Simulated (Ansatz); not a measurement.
# NS (doublet): the correlation ladder at distance N1–S2 = 2.698 Å, cc-pVDZ

The task here is to estimate one member of a computed series from the others.

Method: cc-pVDZ, core rule «outside noble gas», up to 6 orbitals frozen; program: Ansatz 0.2.0, Gaussian basis.

Plan: UHF; CCSD(T) on ROHF; CCSD(T) on UHF; CISD; CCSDT(Q) on UHF; CASSCF and MRCISD+Q, 3 electrons in 3 orbitals; CASSCF and NEVPT2, 3 electrons in 3 orbitals; CASSCF and MRCISD+Q, 11 electrons in 8 orbitals; CASSCF and NEVPT2, 11 electrons in 8 orbitals.

27 further runs of the same task are left out: 7 for a known fault of the program, 17 that didn't finish, 3 set aside as unsound or not needed.

## The geometry

The geometry derives from a PBE0/def2-TZVP stationary point (not a proven minimum). One bond is set to the value named and the two fragments are kept rigid.

2 atoms, charge 0, spin multiplicity 2.

Atoms are counted from 1 here; the program's logs count them from 0.

No contacts short enough for the rule that draws bonds.

Geometry (Å):

```xyz
2
charge 0, multiplicity 2
N     0.00000    0.00000    0.00000
S     0.00000    0.00000    2.69800
```

Set-up of the first run:

Input file in.yaml:

```yaml
crystal:
  periodic: [false, false, false]
  atoms:
    - {symbol: N, position_ang: [0.000000, 0.000000, 0.000000]}
    - {symbol: S, position_ang: [0.000000, 0.000000, 2.698000]}
basis:
  gaussian: {orbitals: cc-pVDZ}
magnetization: {spin_polarized: true, initial_magnetization: 1}
hamiltonian: {xc: hf}
output: {orbitals: {seedname: orbitals}}
```

Run with:

```bash
$ ansatz run in.yaml --threads 1 --pin off --events-out ev --progress --plain --max-ram 2393MiB
```

Among the steps run: UHF; CCSD(T) on ROHF; CCSD(T) on UHF; CISD; CCSDT(Q) on UHF; CASSCF and MRCISD+Q, 3 electrons in 3 orbitals; CASSCF and NEVPT2, 3 electrons in 3 orbitals; CASSCF and MRCISD+Q, 11 electrons in 8 orbitals; CASSCF and NEVPT2, 11 electrons in 8 orbitals.

One table of the session follows, with a row left open; its other results are not shown here.

```
          method  from UCCSDT(Q) (meV)
             UHF               +5461.0
            RMP2                +461.4
            UMP2               +1149.6
            CISD               +4651.3
           RCCSD                +440.9
           UCCSD                     ?
        RCCSD(T)                +111.0
        UCCSD(T)                 +94.0
          UCCSDT                 +19.5
       UCCSDT(Q)                     0
     CASSCF pair               +8970.4
     NEVPT2 pair               +2411.8
     MRCISD pair               +1766.6
   MRCISD+Q pair                 -78.0
  CASSCF valence               +5461.6
  NEVPT2 valence               +1176.2
  MRCISD valence                +346.3
MRCISD+Q valence                 -54.9
```

Estimate the missing values for UCCSD.

The run gave: from UCCSDT(Q) (meV): +166.6. In the column «from UCCSDT(Q) (meV)» it lies between RCCSD(T) (+111.0) and MRCISD valence (+346.3).

Left out of the table: ROHF (another determinant or state than the rows shown).

To keep in mind: The determinant is far from a pure spin state, so its energy mixes those of several spin states (harmless only where they are near-degenerate, as at dissociation). The program flags RCCSD(T) as in doubt, so those rows may rest on another solution; read them beside their warnings. Warnings: spin contamination; coupled cluster took another determinant than the lowest; large T1 diagnostic. Restricted and unrestricted rows rest on different reference determinants; where their highest levels disagree by more than a few hundredths of an eV, they describe different states and don't form one ladder.
